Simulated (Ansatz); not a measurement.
bcc K was calculated with RPBE in Ansatz (plane waves, PAW).

Input:

Ansatz 0.2 input:
```yaml
crystal:
  lattice:
    - [-2.6846685621, 2.6846685621, 2.6846685621]
    - [2.6846685621, -2.6846685621, 2.6846685621]
    - [2.6846685621, 2.6846685621, -2.6846685621]
  atoms:
    - { symbol: K, position: [0.0, 0.0, 0.0] }
basis:
  ecutwfc: 520
  ecutrho_ratio: 4
  xc_grid: 2
kpoints:
  mp_grid: { grid: [16, 16, 16] }
hamiltonian:
  xc: rpbe
  dispersion: none
  pseudopotentials: { kind: paw }
scf:
  occupations: { method: fermi_dirac, width: 0.05 }
  convergence: { dr2_threshold: 0.0000000001 }
output:
  forces: false
  stress: true
  eigenvalues: true
```

The run printed, among other lines:

```
Crystal: 1 atoms, lattice volume = 77.398 Å³
Basis set: ecut = 520 eV, 2093 PW (Γ), exchange–correlation on 72×72×72 points (8 copies of the dense FFT grid, shifted against one another)
Bands: 9, of which v1, the nominal top of the filled ones, is band 5 counted from 1 (4 counted from 0)
Symmetry: 48 space group operations
Space group: Im-3m (ITA 229), of the structure as read, at distance tolerance 4.3e-5 Å
k-points: 145 of 4096
Functional: x = rpbe, c = pbe(β = 0.06672455060314922)
SCF iter   1: F=—  HF=-1542.087383 eV  |F-HF|=—  |Δ(HF+E_count)|=         —  Δρ=1.53e-3  dr2=7.24e-4
SCF iter   2: F=—  HF=-1542.087419 eV  |F-HF|=—  |Δ(HF+E_count)|=   3.62e-5  Δρ=8.56e-4  dr2=3.31e-4
  ...
SCF iter   8: F=—  HF=-1542.087687 eV  |F-HF|=—  |Δ(HF+E_count)|=   1.38e-9  Δρ=1.04e-6  dr2=7.98e-10
SCF iter   9: F=-1542.087687 eV  HF=-1542.087687 eV  |F-HF|=2.73e-12  |Δ(HF+E_count)|=  3.83e-10  Δρ=9.74e-8  dr2=9.10e-12
SCF 1 converged in 9 iterations: F = -1542.087687 eV  dr2 = 9.10e-12
SCF converged after 9 iterations
Free energy (F): -1542.087687 eV
Internal energy: -1542.081262 eV  (E = F + TS)
E sigma→0 (E₀):  -1542.084475 eV
Fermi energy:    1.685080 eV
--- Stress (GPa, compression-positive) ---
        0.128741       0.000000       0.000000
       -0.000000       0.128741       0.000000
       -0.000000       0.000000       0.128741
  P = ⅓ Tr σ = 0.1287 GPa (1.287 kbar)
```

The cell is one volume of an energy–volume scan, off the minimum.

The PAW data were made under PBE.

Ansatz is an electronic-structure program.
